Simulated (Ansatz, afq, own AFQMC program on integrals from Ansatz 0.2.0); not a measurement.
**O2⁺, quartet in 6-31G along one coordinate**

```yaml
atoms:
  - { symbol: O, position_ang: [0.0000, 0.0000, 0.0000] }
  - { symbol: O, position_ang: [0.0000, 0.0000, 1.3456] }
```

The O1–O2 distance is changed with both sides rigid. Energies in mEh count from this geometry (1.346 Å) at the same level; the start stands on UHF, each point on the determinant named.

Basis 6-31G. Noble-gas cores (and the filled d shells of Ga–Kr and In–Xe) are frozen. Integrals, coupled cluster, full CI and functionals: Ansatz 0.2.0; the random walks run on the same integrals in our own AFQMC program. The CISD trial takes its coefficients from CCSD amplitudes. Released means that phaseless walkers are propagated on without the constraint, phases kept. Uncertainties: one standard error, sampling alone.

Cautions, each for one point or more: (Q) is large, so the cluster series hasn't closed; (T) is large; CCSDTQ on the UHF determinant differs, perhaps since the unrestricted series falls towards higher spin; a spin-contaminated unrestricted determinant lies lower; a state of higher spin lies lower; a state of other symmetry lies lower; cluster runs in doubt by the program's own checks; full CI with its own frozen core; lower spins were not checked; strong correlation; the next higher spin lies close; the ph-AFQMC/CISD walk drifts between its halves; the search met a lower determinant of the same kind, perhaps of another symmetry, and this one is a saddle point; unrestricted determinant spin contaminated.

```csv
r(O1–O2) / Å,det.,T1,weight,⟨S²⟩,CCSD(T),ph-AFQMC/CISD,FCI,CCSDT(Q),B2PLYP,r2SCAN
1.084,UHF,0.008,0.95,3.77,156.6,156.7 ± 0.1,158.2,158.1,149.6,–
1.634,UHF,0.116,0.61,4.36,-20.7,-18.3 ± 0.1,-21.7,–,18.4§,1.4
2.129,ROHF,0.028,0.65,pure,3.7,20.0 ± 0.2,2.9,-0.4,29.7§,28.7§
4.659,ROHF,0.010,0.81,pure,105.3,104.0 ± 0.2,21.8,–,58.8§,36.2§
```

Weight is that of the determinant in the CISD state; at the start T1 is 0.014 and the weight 0.91, and ⟨S²⟩ is 3.78. Symmetry can't show for every point that it stays on the start's state. A dash marks a missing value, a released energy that hasn't settled or a functional that sits on another state. § marks a functional whose ⟨S²⟩ is too high by over 0.1. Largest departures from full CI: CCSD(T) 83.5 mEh at 4.659 (on ROHF), ph-AFQMC/CISD 82.1 mEh at 4.659 (on ROHF), CCSDT(Q) -3.4 mEh at 2.129 (on ROHF). The functionals aren't scored here. In this small basis the wave-function levels are far from their limit, so their gap to the functionals isn't the functionals' error. In total energy ph-AFQMC/CISD lies 53.7 ± 2.1 meV above full CI at the start, so its agreement along the curve rests in part on cancellation.

Some points may be missing: those where a free walk finds a much lower state, and past Zn most of those on another determinant than at the start.

CCSDT and higher add their correlation energy to the determinant of the CCSD(T) run, since their own runs factorise the integrals more tightly (a shift of under 2 meV). A walk keeps the symmetry of its determinant, which the program's search chose and which needn't be the lowest solution, so a lower state of the same spin and another symmetry isn't excluded.
